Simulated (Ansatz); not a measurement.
Trigonal Te, treated with PBE in Ansatz (plane waves, PAW).

Numerical settings: plane-wave cutoff 520 eV, 12×12×6 k mesh (along the axes of the cell as run), Fermi–Dirac smearing 0.01 eV, scalar-relativistic PAW data made under PBE.

The cell is scaled about its equilibrium volume:

Shape and atoms are relaxed at each volume.

```json
[
 {"V (Å³/atom)": "33.695", "P (GPa)": "0.88", "direct gap at Γ (eV)": "1.945", "smallest gap on the k mesh (eV)": "0.132", "c (Å)": "5.963"},
 {"V (Å³/atom)": "34.397", "P (GPa)": "0.41", "direct gap at Γ (eV)": "1.873", "smallest gap on the k mesh (eV)": "0.187", "c (Å)": "5.955"},
 {"V (Å³/atom)": "35.099", "P (GPa)": "0.00", "direct gap at Γ (eV)": "1.802", "smallest gap on the k mesh (eV)": "0.234", "c (Å)": "5.955"},
 {"V (Å³/atom)": "35.801", "P (GPa)": "-0.30", "direct gap at Γ (eV)": "1.742", "smallest gap on the k mesh (eV)": "0.286", "c (Å)": "5.953"},
 {"V (Å³/atom)": "36.503", "P (GPa)": "-0.54", "direct gap at Γ (eV)": "1.702", "smallest gap on the k mesh (eV)": "0.348", "c (Å)": "5.942"}
]
```

The fundamental gap (0.20 eV at the equilibrium volume, with added k points) lies elsewhere than Γ–Γ.

Measured, for comparison: band gap 0.33 eV (temperature not stated, not corrected to a static lattice, compiled measured gap; kind and temperature not stated; as tabulated in Kothakonda et al. (2022), arXiv:2208.02841).

Note: the cell comes from a level without a dispersion term, which matters for the spacing of layers, chains or molecules; the bulk modulus comes from volumes at which shape and atoms were relaxed.

Spin–orbit coupling is not included; it can close the smallest gap of 0.20 eV.

Ansatz is a first-principles code.
